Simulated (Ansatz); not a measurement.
A displaced shape of singlet CH3(+):

```yaml
atoms:
  - { symbol: C, position_ang: [0.0336, -0.0010, 0.0370] }
  - { symbol: H, position_ang: [1.1130, -0.0120, 0.0477] }
  - { symbol: H, position_ang: [-0.5226, 0.9853, -0.0280] }
  - { symbol: H, position_ang: [-0.5979, -0.9391, 0.0102] }
```

It was optimised with PBE0/def2-SVP in Ansatz (development build ahead of 0.2.0) to forces under 0.001 eV/Å, with restricted orbitals. Each step stands on the lowest determinant of that kind that the program's search found.

(1) What shape does it relax to, and how does the optimisation go?

Results:

(1)

```yaml
atoms:
  - { symbol: C, position_ang: [0.0065, 0.0083, 0.0167] }
  - { symbol: H, position_ang: [1.1098, -0.0269, 0.0357] }
  - { symbol: H, position_ang: [-0.5142, 0.9814, -0.0116] }
  - { symbol: H, position_ang: [-0.5761, -0.9296, 0.0262] }
```

Bond lengths: C1–H2 1.104 Å, C1–H3 1.104 Å, C1–H4 1.104 Å. Angles: H2–C1–H3 120.0°, H2–C1–H4 120.0°, H3–C1–H4 120.0°.

```tsv
step	E − E(start) (eV)	largest force (eV/Å)
1	0.0000	2.1748
2	0.4444	4.2447
3	0.0585	1.7417
4	-0.0157	1.8411
5	-0.0183	1.7624
6	-0.0507	0.1839
7	-0.0507	0.1610
8	-0.0507	0.1597
9	-0.0508	0.1539
10	-0.0509	0.1489
11	-0.0512	0.1320
12	-0.0515	0.1139
13	-0.0516	0.1093
14	-0.0517	0.1155
15	-0.0517	0.1187
16	-0.0517	0.1226
17	-0.0518	0.1165
18	-0.0518	0.0983
19	-0.0519	0.0465
20	-0.0519	0.0148
21	-0.0519	0.0069
22	-0.0519	0.0030
23	-0.0519	0.0015
24	-0.0519	0.0005
```

The optimisation ended after 24 steps with its threshold met.
